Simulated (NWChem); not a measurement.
**C2H5O (ethoxy radical) at 3 levels**

Aim: a comparison of 3 runs (UB3LYP/aug-cc-pVDZ, UBHLYP/aug-cc-pVDZ, UPBE0/aug-cc-pVDZ) of C2H5O (ethoxy radical). 

Program for the calculation: NWChem 7.3.0.

### 1 The structure to begin with

C2H5O: 8 atoms, total charge 0, spin state doublet. SMILES: `CC[O]`. Geometry: relaxed at PBE0-D4/def2-TZVP.

Bond lengths: C1–C2 1.515 Å, C2–O3 1.356 Å, C1–H4 1.093 Å, C1–H5 1.092 Å, C1–H6 1.092 Å, C2–H7 1.108 Å, C2–H8 1.108 Å. Some angles: C1–C2–O3 115.9°, C1–C2–H7 111.7°, C1–C2–H8 111.7°, O3–C2–H7 107.2°, O3–C2–H8 107.0°, C2–C1–H4 110.8°, C2–C1–H5 110.5°, C2–C1–H6 110.5°, H7–C2–H8 102.4°, H4–C1–H5 108.4°.

### 2 Energy and forces at UB3LYP/aug-cc-pVDZ (run 1)

run.nw

```
echo
start run
title "C2H5O"
memory stack 880 mb heap 220 mb global 1100 mb
charge 0

geometry noautosym nocenter noautoz
  C       -0.448800       0.594100      -0.264500
  C        0.392800      -0.560600       0.239800
  O        1.676500      -0.263400       0.560000
  H       -1.464700       0.263300      -0.495200
  H       -0.010900       1.018500      -1.170000
  H       -0.505800       1.382200       0.488700
  H        0.422200      -1.394700      -0.489000
  H       -0.061300      -1.039300       1.130100
end

basis spherical bse
  * library aug-cc-pVDZ
end

dft
  xc b3lyp
  mult 2
  grid fine
  convergence energy 1e-08
  maxiter 100
  mulliken
  print low
end

task dft gradient
```

On the command line:

```sh
nwchem run.nw > run.out
```

Standard output:

```text
[...]
 d= 0,ls=0.0,diis     1   -154.2813351843 -2.29D+02  8.88D-03  1.55D-01     4.4
[...]
 d= 0,ls=0.0,diis    11   -154.3930616097 -9.04D-09  3.81D-07  2.59D-09    43.0
[...]
         Total DFT energy =     -154.393061609693
      One electron energy =     -356.236552683682
           Coulomb energy =      148.592487214526
    Exchange-Corr. energy =      -21.261144161602
 Nuclear repulsion energy =       74.512148021064
[...]
      Total Density - Mulliken Population Analysis
     ---------------------------------------------
    Atom       Charge   Shell Charges
 -----------   ------   -------------------------------------------------------
    1 C    6     5.20   2.02  0.67  0.15  0.12  2.16  0.12 -0.03  0.05 -0.05
    2 C    6     4.97   2.02  0.67  0.16 -0.11  2.10  0.02 -0.07  0.12  0.04
    3 O    8     8.47   2.01  0.87  1.05  0.14  2.72  1.53  0.09  0.01  0.04
    4 H    1     1.23   0.78  0.47  0.00  0.03 -0.05
    5 H    1     1.24   0.78  0.46  0.02  0.03 -0.04
    6 H    1     1.24   0.78  0.46  0.02  0.03 -0.04
    7 H    1     1.32   0.77  0.55  0.01  0.03 -0.02
    8 H    1     1.32   0.77  0.55  0.01  0.03 -0.02
[...]
      <S2> =      0.7540 (Exact =     0.7500)
                         DFT ENERGY GRADIENTS
    atom               coordinates                        gradient
                 x          y          z           x          y          z
   1 C      -0.848109   1.122686  -0.499833    0.001074  -0.001679   0.000728
   2 C       0.742284  -1.059380   0.453156    0.003924   0.000376   0.001056
   3 O       3.168126  -0.497754   1.058247   -0.009230  -0.001467  -0.002410
   4 H      -2.767882   0.497565  -0.935792    0.004307   0.001587   0.000939
   5 H      -0.020598   1.924686  -2.210979   -0.001769  -0.001810   0.003843
   6 H      -0.955823   2.611979   0.923509    0.000323  -0.003368  -0.003170
   7 H       0.797842  -2.635601  -0.924076   -0.000299   0.003886   0.002730
   8 H      -0.115840  -1.963992   2.135579    0.001671   0.002475  -0.003715
 Task  times  cpu:       52.1s     wall:       52.1s
 Total times  cpu:       52.2s     wall:       52.2s
```

Run time: 53 s. Hardware: 1 thread of Intel Xeon Platinum 8488C (Sapphire Rapids), shared host; peak memory 0.12 GiB.

### 3 Energy and forces at UBHLYP/aug-cc-pVDZ (run 2)

sp.xyz

```xyz
8
C2H5O gradient
C     -0.448800     0.594100    -0.264500
C      0.392800    -0.560600     0.239800
O      1.676500    -0.263400     0.560000
H     -1.464700     0.263300    -0.495200
H     -0.010900     1.018500    -1.170000
H     -0.505800     1.382200     0.488700
H      0.422200    -1.394700    -0.489000
H     -0.061300    -1.039300     1.130100
```

sp.nw

```
start sp
title "C2H5O gradient"
memory total 2200 mb

geometry noautosym nocenter noautoz
  load format xyz sp.xyz
end

basis spherical bse
  * library aug-cc-pVDZ
end

dft
  xc bhlyp
  mult 2
  grid fine
  convergence energy 1e-08
  maxiter 100
  mulliken
end

task dft gradient
```

On the command line:

```sh
nwchem sp.nw > sp.out
```

Standard output:

```text
[...]
          Wavefunction type:  spin polarized.
          No. of atoms     :     8
          No. of electrons :    25
[...]
          Charge           :     0
          Spin multiplicity:     2
[...]
          AO basis - number of functions:   114
[...]
              XC Information
              --------------
                        BHLYP Method XC Functional
                     Hartree-Fock (Exact) Exchange  0.500
                        Slater Exchange Functional  0.500 local
                    Becke 1988 Exchange Functional  0.500 non-local
              Lee-Yang-Parr Correlation Functional  1.000
[...]
 d= 0,ls=0.0,diis     1   -154.1827608906 -2.29D+02  5.64D-03  1.29D-01     4.4
[...]
 d= 0,ls=0.0,diis    12   -154.3039564187 -2.56D-09  1.99D-07  2.58D-10    47.0
[...]
         Total DFT energy =     -154.303956418746
      One electron energy =     -356.217244032782
           Coulomb energy =      148.594539655560
    Exchange-Corr. energy =      -21.193400062589
 Nuclear repulsion energy =       74.512148021064
[...]
      Total Density - Mulliken Population Analysis
     ---------------------------------------------
    Atom       Charge   Shell Charges
 -----------   ------   -------------------------------------------------------
    1 C    6     5.40   2.02  0.66  0.15  0.10  2.12  0.36 -0.02  0.05 -0.04
    2 C    6     5.11   2.02  0.67  0.15 -0.09  2.07  0.19 -0.05  0.13  0.02
    3 O    8     8.50   2.01  0.87  1.06  0.13  2.71  1.60  0.07  0.01  0.03
    4 H    1     1.15   0.77  0.41  0.00  0.03 -0.05
    5 H    1     1.17   0.77  0.40  0.01  0.03 -0.04
    6 H    1     1.17   0.77  0.40  0.01  0.03 -0.04
    7 H    1     1.25   0.76  0.47  0.01  0.03 -0.02
    8 H    1     1.25   0.76  0.48  0.01  0.03 -0.02
[...]
      <S2> =      0.7560 (Exact =     0.7500)
[...]
  wavefunction    = open shell
                         DFT ENERGY GRADIENTS
    atom               coordinates                        gradient
                 x          y          z           x          y          z
   1 C      -0.848109   1.122686  -0.499833   -0.000903  -0.001956   0.000220
   2 C       0.742284  -1.059380   0.453156    0.011232   0.009636   0.001140
   3 O       3.168126  -0.497754   1.058247   -0.007074  -0.002570  -0.001497
   4 H      -2.767882   0.497565  -0.935792   -0.000924   0.000438  -0.000371
   5 H      -0.020598   1.924686  -2.210979    0.000287   0.000174  -0.000374
   6 H      -0.955823   2.611979   0.923509    0.000068   0.000319   0.000339
   7 H       0.797842  -2.635601  -0.924076   -0.000995  -0.003307  -0.001003
   8 H      -0.115840  -1.963992   2.135579   -0.001692  -0.002735   0.001548
[...]
```

It took 57 s on 1 thread of Intel Xeon Platinum 8488C (Sapphire Rapids), shared host; peak memory 0.12 GiB.

### 4 Energy and forces at UPBE0/aug-cc-pVDZ (run 3)

sp.nw

```
start sp
title "C2H5O"
memory total 2200 mb

geometry noautosym nocenter noautoz
  C    -0.448800    0.594100   -0.264500
  C     0.392800   -0.560600    0.239800
  O     1.676500   -0.263400    0.560000
  H    -1.464700    0.263300   -0.495200
  H    -0.010900    1.018500   -1.170000
  H    -0.505800    1.382200    0.488700
  H     0.422200   -1.394700   -0.489000
  H    -0.061300   -1.039300    1.130100
end

basis spherical bse
  C library aug-cc-pVDZ
  O library aug-cc-pVDZ
  H library aug-cc-pVDZ
end

dft
  xc pbe0
  mult 2
  grid fine
  convergence energy 1e-08
  maxiter 100
  mulliken
end

task dft gradient
```

On the command line:

```sh
nwchem sp.nw > sp.out
```

Standard output:

```text
[...]
          Wavefunction type:  spin polarized.
          No. of atoms     :     8
          No. of electrons :    25
[...]
          Charge           :     0
          Spin multiplicity:     2
[...]
          AO basis - number of functions:   114
[...]
              XC Information
              --------------
                         PBE0 Method XC Functional
                     Hartree-Fock (Exact) Exchange  0.250
          PerdewBurkeErnzerhof Exchange Functional  0.750
            Perdew 1991 LDA Correlation Functional  1.000 local
           PerdewBurkeErnz. Correlation Functional  1.000 non-local
[...]
 d= 0,ls=0.0,diis     1   -154.1026971383 -2.29D+02  6.29D-03  1.43D-01     4.6
[...]
 d= 0,ls=0.0,diis    11   -154.2121262226 -9.31D-09  2.66D-07  1.58D-09    43.0
[...]
         Total DFT energy =     -154.212126222620
      One electron energy =     -356.246200352146
           Coulomb energy =      148.598701836493
    Exchange-Corr. energy =      -21.076775728031
 Nuclear repulsion energy =       74.512148021064
[...]
      Total Density - Mulliken Population Analysis
     ---------------------------------------------
    Atom       Charge   Shell Charges
 -----------   ------   -------------------------------------------------------
    1 C    6     5.58   2.02  0.65  0.25  0.13  2.14  0.39 -0.01  0.05 -0.03
    2 C    6     5.25   2.02  0.66  0.24 -0.05  2.08  0.21 -0.05  0.12  0.03
    3 O    8     8.49   2.01  0.86  1.07  0.13  2.71  1.59  0.08  0.01  0.04
    4 H    1     1.09   0.76  0.35 -0.00  0.03 -0.05
    5 H    1     1.11   0.76  0.34  0.01  0.03 -0.04
    6 H    1     1.11   0.76  0.34  0.01  0.03 -0.04
    7 H    1     1.18   0.75  0.42  0.00  0.03 -0.02
    8 H    1     1.18   0.75  0.42  0.00  0.03 -0.02
[...]
      <S2> =      0.7544 (Exact =     0.7500)
[...]
  wavefunction    = open shell
                         DFT ENERGY GRADIENTS
    atom               coordinates                        gradient
                 x          y          z           x          y          z
   1 C      -0.848109   1.122686  -0.499833   -0.001185   0.001235  -0.000580
   2 C       0.742284  -1.059380   0.453156    0.002306  -0.002415   0.001163
   3 O       3.168126  -0.497754   1.058247   -0.004193  -0.000481  -0.001112
   4 H      -2.767882   0.497565  -0.935792    0.003792   0.001507   0.000802
   5 H      -0.020598   1.924686  -2.210979   -0.001678  -0.001558   0.003482
   6 H      -0.955823   2.611979   0.923509    0.000238  -0.002986  -0.002947
   7 H       0.797842  -2.635601  -0.924076   -0.000416   0.002902   0.002119
   8 H      -0.115840  -1.963992   2.135579    0.001136   0.001796  -0.002926
[...]
```

It took 53 s on 1 thread of Intel Xeon Platinum 8488C (Sapphire Rapids), shared host; peak memory 0.12 GiB.

### 5 Overview of the runs

| run | level | energy (Eh) | ⟨S²⟩ | largest force (eV/Å) | wall time |
| --- | --- | --- | --- | --- | --- |
| 1 | UB3LYP/aug-cc-pVDZ | -154.393062 | 0.754 | 0.496 | 53 s |
| 2 | UBHLYP/aug-cc-pVDZ | -154.303956 | 0.756 | 0.763 | 57 s |
| 3 | UPBE0/aug-cc-pVDZ | -154.212126 | 0.754 | 0.224 | 53 s |

### 6 What came out

| quantity | value |
| --- | --- |
| run 3: total energy | -154.21213 Eh |
| run 3: dipole moment | 2.11 D |
| run 3: HOMO energy (highest over α and β) | -7.63 eV |
| run 3: LUMO energy (lowest over α and β) | -3.52 eV |
| run 3: ⟨S²⟩ | 0.754 |
| run 3: largest force on an atom | 0.224 eV/Å |

Totals of different functionals can't be ranked against each other. All runs together took 2.7 min, the longest 57 s.
